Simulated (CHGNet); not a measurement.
# 1T (CdI2-type) PtS2

All values below come from the machine-learned potential CHGNet 0.3.0 (trained on PBE and PBE+U data).

Cell (relaxed at this level):

```yaml
crystal:
  lattice:
    - [3.58035, 0.00000, 0.00000]
    - [-1.79017, 3.10067, 0.00000]
    - [0.00000, 0.00000, 6.20953]
  atoms:
    - { symbol: Pt, position: [0.00000, 0.00000, 0.00000] }
    - { symbol: S, position: [0.33333, 0.66667, 0.19763] }
    - { symbol: S, position: [0.66667, 0.33333, 0.80237] }
```

```
Quantity               Value
-------------------  -------
lattice constant a   3.580 Å
lattice parameter c  6.210 Å
```

Measured, for comparison: lattice constant a 3.542 Å (temperature not stated, no zero-point or thermal correction; as tabulated in Björkman (2014), arXiv:1406.2436); lattice parameter c 5.036 Å (temperature not stated, zero-point anharmonic expansion removed (computed with revB86b-DF2); no thermal correction; as tabulated in Björkman (2014), arXiv:1406.2436). Computed (rounded) less measured: lattice constant a +1.1 %, lattice parameter c +23.3 %.

A machine-learned potential is trained on density-functional data: it inherits that level's misses and adds fitting errors of its own.

Note: elastic tensor is asymmetric by over 3 %: noisy; elastic tensor is not positive definite: mechanically unstable at this level; the model gives imaginary modes for this phase (in the spectrum interpolated from a supercell); the model's c/a of 1.73 is far from the 1.42 of the starting cell; this model's volume lies 26 % above that of the starting cell (a measured, published or database cell); the cell moved over 20 % in volume from its start.
